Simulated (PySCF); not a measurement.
Unknown compound

The spectra below were simulated for a compound C₅H₅Cl.

1H NMR (400 MHz, computed): δ 6.14 (m, 1H), 5.98 (m, 1H), 5.83 (m, 1H), 4.46 (s, 2H).

13C{1H} NMR (computed): δ 135.4, 124.3, 96.0, 95.6, 38.7.

Level of theory: NMR shieldings at PBE0/pcSseg-1/GIAO, structure optimised with GFN2-xTB, in PySCF (one conformer, relativity neglected, in vacuum, averaged over atoms made equivalent by symmetry, fast rotation or ring inversion).

Chemical shifts δ = σref − σ; TMS for 1H (31.72 ppm), 13C (186.93 ppm), all at this level.

Question: Choose the structure that fits.
A. C/C=C1C=C\1Cl
B. ClC1=CC=CC1
C. C=CC#CCCl
D. CC1=CC/1=C/Cl

Answer: C. 

1. The formula gives 3 degrees of unsaturation (no ring in the answer).
2. 5 carbon signals for 5 carbons: no two carbons are equivalent.
3. Carbon types of the structure: 2 × C, 1 × CH, 2 × CH2, which accounts for all hydrogens.
4. δC 135.4: terminal =CH2 carbon; the olefinic region.
5. δC 124.3: alkene CH; as expected for a trigonal carbon in a double bond.
6. δC 96.0, 95.6: alkyne carbon; the triple bond shields along its axis, which puts it between sp3 and sp2 carbons.
7. δH 6.14: hydrogen on an alkene CH; attached to an sp2 carbon and in the plane of the double bond.
8. δH 5.98, 5.83: hydrogen on a terminal =CH2 carbon; olefinic region.

The others: CC1=CC/1=C/Cl would give 3 signals for carbon-bound and other non-exchanging H, not 4; ClC1=CC=CC1 has carbons computed at 150.1, 139.9, 138.5, 136.6, 49.9, with a different DEPT pattern; C/C=C1C=C\1Cl would give 3 signals for carbon-bound and other non-exchanging H, not 4.

Carbons that carry Cl, above all several Cl atoms, come out too deshielded, partly because spin–orbit coupling is missing. Shifts are as computed. Against solution values, carbons near 30 ppm lie about +3 ppm off and those near 130 ppm about +5 ppm; carbons on Cl a further +6 ppm. Of 1211 compounds with measured shifts, 218 miss one by over three times the rms of a fit or turn the order of signals round; such compounds aren't used in these exercises. Multiplicities follow the n + 1 count of equivalent neighbours, as no J values were calculated; m marks all less simple cases, F and P coupling included.
